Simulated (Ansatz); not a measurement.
# BHNSi: the cost of one run

Program: Ansatz 0.2.0, Gaussian basis. Level of theory: def2-QZVPP, core rule «outside noble gas», up to 7 orbitals frozen. These are calculated values, not measurements.

The runs, in order: UHF; ROHF; CCSD(T) on UHF.

## (1) The geometry

The geometry is a PBE0/def2-TZVP stationary point (not a proven minimum) of the parent state, kept for this charge and spin.

4 atoms, charge 0, spin multiplicity 2.

Atoms are counted from 1 here; the program's logs count them from 0.

Bond lengths: N1–B2 1.323 Å, B2–Si3 1.932 Å, Si3–H4 1.485 Å. Angles: N1–B2–Si3 176.5°, B2–Si3–H4 121.5°.

## (2) UHF

in.yaml reads:

```yaml
crystal:
  periodic: [false, false, false]
  atoms:
    - {symbol: N, position_ang: [0.000000, 0.051693, 2.035342]}
    - {symbol: B, position_ang: [0.000000, 0.044493, 0.712376]}
    - {symbol: Si, position_ang: [0.000000, -0.083412, -1.214889]}
    - {symbol: H, position_ang: [0.000000, 1.128664, -2.072682]}
basis:
  gaussian: {orbitals: "def2-QZVPP.json"}
magnetization: {spin_polarized: true, initial_magnetization: 1}
hamiltonian: {xc: hf}
output: {orbitals: {seedname: orbitals}}
```

Run with:

```
> ansatz run in.yaml --threads 1 --pin off --events-out ev --progress --plain --max-ram 2393MiB
```

What time and memory should one allow on 1 thread of Arm Neoverse V1, shared host?

About 1.7 min, with a peak of 0.51 GiB.
